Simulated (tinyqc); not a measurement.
G0W0 on RHF in the sto-3g basis, for BH2+, spin multiplicity 1, step by step (part 2 of 2). Computed by tinyqc, a small Python program that keeps every step (integrals from PySCF). Command: `OMP_NUM_THREADS=1 python tinyqc.py 30332 30333 out.jsonl` (the two numbers bound the seeds that draw the settings). One thread of a shared host (Intel(R) Xeon(R) Processor @ 2.60GHz), about 0.06 s of CPU time with the checks.

Geometry (angstrom):
```
atom        x         y        z
B     0.00000   0.00000  0.00000
H     0.00000   1.19200  0.70500
H     0.00000  -1.23400  0.73000
```

## Screening: direct RPA

orbital energies (hartree): [-7.91451, -0.92447, -0.76384, -0.23582, -0.14794, 0.15941, 0.20554]

Given earlier and not repeated: Two-electron integrals over orbitals (pq|rs).

With D = e_a - e_i and K = (ia|jb): diagonalise D^(1/2) (D + 4K) D^(1/2) = Z w^2 Z^T; X + Y = D^(1/2) Z w^(-1/2), each column of Z with its largest component positive (the first on a tie); E_c = (sum w - tr (D + 2K)) / 2.

D^(1/2) (D + 4K) D^(1/2) (hartree^2), order 1>4, 1>5, 1>6, 1>7, 2>4, 2>5, 2>6, 2>7, 3>4, 3>5, 3>6, 3>7:
```
[[59.77292, 0.00000, 0.10421, 0.05347, 0.10286, 0.00000, -0.15025, -0.06352, -0.00444, 0.00000, 0.00613, 0.00397],
 [0.00000, 60.99198, 0.00000, 0.00000, 0.00000, 0.21721, 0.00000, 0.00000, 0.00000, -0.00900, 0.00000, 0.00000],
 [0.10421, 0.00000, 66.02462, 0.11409, -0.12784, 0.00000, 0.06192, -0.03650, -0.00680, 0.00000, 0.01225, -0.05895],
 [0.05347, 0.00000, 0.11409, 66.59177, -0.05235, 0.00000, -0.03325, 0.12358, 0.03390, 0.00000, 0.03000, -0.02273],
 [0.10286, 0.00000, -0.12784, -0.05235, 0.67442, 0.00000, 0.01366, 0.02263, -0.00782, 0.00000, -0.07272, 0.18310],
 [0.00000, 0.21721, 0.00000, 0.00000, 0.00000, 0.83721, 0.00000, 0.00000, 0.00000, -0.00719, 0.00000, 0.00000],
 [-0.15025, 0.00000, 0.06192, -0.03325, 0.01366, 0.00000, 1.51592, 0.06643, -0.04179, 0.00000, -0.16887, 0.20617],
 [-0.06352, 0.00000, -0.03650, 0.12358, 0.02263, 0.00000, 0.06643, 1.56214, 0.10239, 0.00000, 0.12294, 0.18597],
 [-0.00444, 0.00000, -0.00680, 0.03390, -0.00782, 0.00000, -0.04179, 0.10239, 0.35717, 0.00000, 0.09069, 0.02021],
 [0.00000, -0.00900, 0.00000, 0.00000, 0.00000, -0.00719, 0.00000, 0.00000, 0.00000, 0.42322, 0.00000, 0.00000],
 [0.00613, 0.00000, 0.01225, 0.03000, -0.07272, 0.00000, -0.16887, 0.12294, 0.09069, 0.00000, 1.15919, -0.06801],
 [0.00397, 0.00000, -0.05895, -0.02273, 0.18310, 0.00000, 0.20617, 0.18597, 0.02021, 0.00000, -0.06801, 1.34322]]
```

excitation energies w (hartree): [0.58254, 0.65046, 0.78639, 0.91463, 1.02453, 1.09867, 1.26208, 1.34289, 7.73120, 7.80979, 8.12430, 8.16180]

X + Y, order 1>4, 1>5, 1>6, 1>7, 2>4, 2>5, 2>6, 2>7, 3>4, 3>5, 3>6, 3>7:
```
[[0.00018, 0.00000, -0.00468, 0.00000, 0.00066, -0.00567, -0.00137, 0.00460, 0.99643, 0.00000, 0.01431, 0.01025],
 [0.00000, 0.00030, 0.00000, -0.01053, 0.00000, 0.00000, 0.00000, 0.00000, 0.00000, 0.99722, 0.00000, 0.00000],
 [0.00026, 0.00000, 0.00503, 0.00000, -0.00123, 0.00430, 0.00187, 0.00123, -0.01683, 0.00000, 0.97827, 0.19065],
 [-0.00115, 0.00000, 0.00207, 0.00000, 0.00116, 0.00197, -0.00490, -0.00102, -0.00773, 0.00000, -0.19178, 0.97888],
 [0.02053, 0.00000, 0.89708, 0.00000, -0.03918, 0.19979, -0.02545, 0.08324, 0.00053, 0.00000, -0.00051, -0.00033],
 [0.00000, 0.01892, 0.00000, 0.92127, 0.00000, 0.00000, 0.00000, 0.00000, 0.00000, 0.00114, 0.00000, 0.00000],
 [0.04049, 0.00000, 0.07462, 0.00000, 0.25511, -0.54083, -0.48920, 0.53785, -0.00097, 0.00000, 0.00037, -0.00013],
 [-0.10062, 0.00000, 0.00962, 0.00000, -0.36298, -0.25040, 0.67599, 0.50571, -0.00042, 0.00000, -0.00035, 0.00065],
 [0.94460, 0.00000, -0.01163, 0.00000, 0.03955, -0.00332, 0.07054, 0.01335, -0.00002, 0.00000, -0.00005, 0.00012],
 [0.00000, 0.97292, 0.00000, -0.01421, 0.00000, 0.00000, 0.00000, 0.00000, 0.00000, -0.00004, 0.00000, 0.00000],
 [-0.11706, 0.00000, 0.12756, 0.00000, 0.81702, -0.14782, 0.37885, -0.09995, 0.00003, 0.00000, 0.00003, 0.00017],
 [-0.02894, 0.00000, -0.27836, 0.00000, 0.26273, 0.69841, -0.03584, 0.47242, 0.00003, 0.00000, -0.00029, -0.00018]]
```

RPA correlation energy = -0.0588542 hartree

## G0W0 on Hartree-Fock: HOMO

W(p,q,m) = sqrt2 sum_ia (pq|ia) (X+Y)_ia,m; Sigma_c(x) = sum_(i,m) W^2/(x - e_i + w_m) + sum_(a,m) W^2/(x - e_a - w_m); solve x = e_p + Sigma_c(x) by Newton steps; Z = 1/(1 - dSigma/dx); 1 hartree = 27.211386 eV.

The 12 largest terms at x = e_p (hartree; W for the signs of X + Y given):
```
q  m         W      term
7  8   0.14881  -0.00958
6  7   0.10743  -0.00528
2  5   0.06808   0.00391
7  6   0.06811  -0.00224
4  7   0.06206  -0.00215
6  5   0.06173  -0.00196
4  1   0.03830  -0.00132
2  7   0.04210   0.00125
3  3   0.02920   0.00108
2  1   0.02721   0.00100
3  8  -0.03080   0.00071
7  3   0.03262  -0.00061
```

Newton steps (hartree):
```
step         x  Sigma_c(x)        Z
0     -0.76384    -0.01690  0.98001
1     -0.78040    -0.01656  0.97997
2     -0.78040    -0.01656  0.97997
```

quasiparticle energy of the HOMO = -21.23586 eV

Hartree-Fock value = -20.78515 eV

## G0W0 on Hartree-Fock: LUMO

As before.

The 12 largest terms at x = e_p (hartree; W for the signs of X + Y given):
```
q  m         W      term
4  8  -0.12095  -0.01089
4  6  -0.07612  -0.00527
4  3  -0.06022  -0.00461
6  8   0.07628  -0.00335
2  6   0.07517   0.00316
2  3   0.06640   0.00299
3  7   0.06206   0.00215
5  4  -0.04638  -0.00215
2  8   0.05680   0.00159
7  5   0.04562  -0.00142
3  1   0.03830   0.00132
4  7   0.03531  -0.00099
```

Newton steps (hartree):
```
step         x  Sigma_c(x)        Z
0     -0.23582    -0.01957  0.96740
1     -0.25475    -0.01894  0.96804
2     -0.25476    -0.01894  0.96804
```

quasiparticle energy of the LUMO = -6.93232 eV

Hartree-Fock value = -6.41703 eV
